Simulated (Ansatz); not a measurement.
## 2H WS₂

These are B3LYP (VWN-RPA form) in Ansatz (plane waves, PAW) values and carry that method's errors.

Numerical settings: plane-wave cutoff 460 eV, 9×9×2 k mesh (along the axes of the cell as run), Fermi–Dirac smearing 0.01 eV, no spin polarisation, scalar-relativistic PAW data made under PBE.

Cell: measured lattice: a = b = 3.153 Å, c = 12.323 Å, α = β = 90.00°, γ = 120.00°.

```json
{
  "band_gap": "1.94 eV",
  "smallest_direct_gap_on_the_k_points_sampled": "2.73 eV",
  "Γ–Γ gap": "3.40 eV"
}
```

Note: cell and atoms aren't relaxed at this level (largest force component 0.15 eV/Å, pressure 7.7 GPa).

Spin–orbit coupling is not included.

Static lattice: no zero-point or thermal effects.

It cost about 4 core-minutes (a rough figure) of CPU time.

Ansatz is a first-principles code.
